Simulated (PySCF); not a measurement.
ethylamine (C₂H₇N), SMILES C(C)N. Atoms are numbered in the order given.

```xyz
10

C      1.1842     0.4487     0.0154
C      0.0469    -0.5533    -0.1092
N     -1.2466     0.1246     0.0060
H      2.1521    -0.0418    -0.1031
H      1.0908     1.2288    -0.7414
H      1.1738     0.9295     0.9975
H      0.1878    -1.3546     0.6317
H      0.0849    -1.0266    -1.0937
H     -2.0105    -0.5337    -0.0913
H     -1.3398     0.5532     0.9206
```

Coordinates come from a B3LYP-D3(BJ)/def2-TZVP optimisation. The values are those of a single conformer.

Calculation: PBE/pcSseg-1 run with PySCF.

GIAO shieldings, no solvent; atoms listed in one row are averaged. δ = σ(ref) − σ: ¹³C against TMS (σ = 182.0 ppm); ¹⁵N against NH3 (σ = 267.0 ppm); ¹H against TMS (σ = 31.49 ppm), references at their B3LYP-D3(BJ)/def2-TZVP geometries, non-relativistic.

### Question
Estimate the chemical shifts. (An estimate is asked for; the answer gives what the named calculation found.)

### Answer

```csv
nucleus,atoms,count,δ (ppm)
¹³C,C2,1,44.0
¹³C,C1,1,19.7
¹⁵N,N3,1,46.6
¹H,H7,1,3.28
¹H,H8,1,2.68
¹H,"H4, H5, H6",3,1.10
¹H,H9,1,0.64
¹H,H10,1,-0.20
```
